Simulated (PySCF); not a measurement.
## BS⁻ at RHF-MP2

Level: RHF-MP2. basis B aug-cc-pVDZ-DK, S aug-cc-pVDZ-DK; spin-free X2C with a Gaussian nucleus; PySCF 2.14.

| Property | Result |
| --- | --- |
| state | ¹Σ⁺ (singlet), closed shell |
| bond length | 1.708 Å |
| harmonic wavenumber | 997 cm⁻¹ |
| force constant | 4.80 mdyn/Å |
| rotational constant Be | 0.7059 cm⁻¹ |
| anharmonicity ωexe | 5.30 cm⁻¹ |
| vibration–rotation constant αe | 0.00558 cm⁻¹ |

Correlated steps freeze 6 core orbitals.
